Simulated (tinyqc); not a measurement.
Inside a calculation. Method: UKS/LDA (PW92) in the sto-3g basis, for CH2, spin multiplicity 3. Computed by tinyqc, a small Python program that keeps every step (integrals from PySCF). Settings: charge = 0, multiplicity = 3, basis = sto-3g, energy threshold = 1e-10, iteration cap = 52, orthogonalisation = symmetric, start = atomic densities, DIIS depth = 0, method = UKS, functional = lda,pw, grid = [10, 86]. Command: `OMP_NUM_THREADS=1 python tinyqc.py 21527 21528 out.jsonl` (the two numbers bound the seeds that draw the settings). One thread of a shared host (Intel(R) Xeon(R) Processor @ 2.60GHz), about 2 s of CPU time with the checks.

Geometry (angstrom):
```
atom         x          y         z
C     0.000000   0.000000  0.000000
H     0.000000   1.167000  0.908000
H     0.000000  -1.184000  0.922000
```

Stop when the energy changes by less than 1e-10 hartree and every element of the error matrix X^T (F D S - S D F) X (for each spin) is below 3e-06.

Course of the cycle:
```
iteration   E (hartree)     change  largest element of the error matrix
1          -38.02774837          -                             2.62e-01
2          -38.04675183  -1.90e-02                             2.72e-02
3          -38.04338889   3.36e-03                             4.22e-02
4          -38.02408529   1.93e-02                             6.93e-02
5          -37.97060463   5.35e-02                             1.10e-01
6          -37.83400549   1.37e-01                             1.82e-01
7          -37.61506546   2.19e-01                             2.25e-01
8          -37.37006296   2.45e-01                             2.82e-01
9          -37.24581848   1.24e-01                             2.62e-01
10         -37.14405910   1.02e-01                             2.95e-01
11         -37.11983161   2.42e-02                             2.62e-01
12         -37.06865424   5.12e-02                             2.97e-01
13         -37.06448141   4.17e-03                             2.62e-01
14         -37.03836409   2.61e-02                             2.97e-01
...                 ...        ...                                  ...
39         -37.03509341  -1.08e-02                             2.61e-01
40         -37.02431168   1.08e-02                             2.97e-01
41         -37.03509341  -1.08e-02                             2.61e-01
42         -37.02431168   1.08e-02                             2.97e-01
43         -37.03509341  -1.08e-02                             2.61e-01
44         -37.02431168   1.08e-02                             2.97e-01
45         -37.03509341  -1.08e-02                             2.61e-01
46         -37.02431168   1.08e-02                             2.97e-01
47         -37.03509341  -1.08e-02                             2.61e-01
48         -37.02431168   1.08e-02                             2.97e-01
49         -37.03509341  -1.08e-02                             2.61e-01
50         -37.02431168   1.08e-02                             2.97e-01
51         -37.03509341  -1.08e-02                             2.61e-01
52         -37.02431168   1.08e-02                             2.97e-01
```

Can the last value be used, and what does the course show?

Not by the stop rule. Not converged within the cap of 52 iterations: the residual has stopped falling: the iteration swings between two states. Reruns (cap 100 unless said): DIIS 8: converged in 10; damping 0.5: converged in 32; level shift 0.5: converged in 31; atomic densities as start, DIIS 8: converged in 10; the original settings with a cap of 400: not converged. PySCF UKS in the same basis, fine grid, after a stability check = -38.11752166 hartree, which differs from a converged run on this coarse grid by the grid error.
